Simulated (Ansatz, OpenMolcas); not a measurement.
**NO2 (nitrogen dioxide): the vertical energy of the quartet above the doublet from total energies**

NO2: 3 atoms, total charge 0, spin state doublet. SMILES: `[O]N=O`. Geometry: relaxed at PBE0-D4/def2-TZVP.

```xyz
3

O     0.2098   -1.0822    0.0006
N    -0.2655   -0.0091   -0.1459
O     0.0557    1.0913    0.1453
```

Both states at this one shape; open shells run unrestricted unless said. 1 Eh = 27.2114 eV.

```
        level     program  doublet NO2 (Eh)  quartet NO2 (Eh)
  ROHF/STO-3G  OpenMolcas       -201.262525       -201.212939
 UBLYP/STO-3G      Ansatz       -202.195234       -202.027544
 UPBE0/STO-3G      Ansatz       -202.065448       -201.919736
UHSE06/STO-3G      Ansatz       -202.057860       -201.911809
```

Work out the vertical gap, second state less first, at each level.


1. ROHF/STO-3G: -201.212939 − (-201.262525) = 0.049586 Eh = 1.35 eV.
2. UBLYP/STO-3G: -202.027544 − (-202.195234) = 0.167690 Eh = 4.56 eV.
3. UPBE0/STO-3G: -201.919736 − (-202.065448) = 0.145712 Eh = 3.97 eV.
4. UHSE06/STO-3G: -201.911809 − (-202.057860) = 0.146051 Eh = 3.97 eV.

No measured value is set beside it here; the levels span 1.35 to 4.56 eV. Hartree–Fock favours the state with fewer electron pairs, since it lacks pair correlation. Minimal sets are far from the basis-set limit.
